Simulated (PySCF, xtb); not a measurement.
C4H9, SMILES C[C+](C)C, charge +1.

GFN2-xTB in xtb 6.7.1 at its own geometry gives an orbital gap of 3.69 eV.

Coordinates come from a PBE-D3(BJ)/def2-SVP optimisation. A frequency run showed that this geometry is not a minimum.

### Question
What does PBE/def2-TZVP run with PySCF give? (Estimate from the structure and the level; the computed values follow.)

### Answer
gap 5.12 eV (levels -14.67 and -9.55 eV).
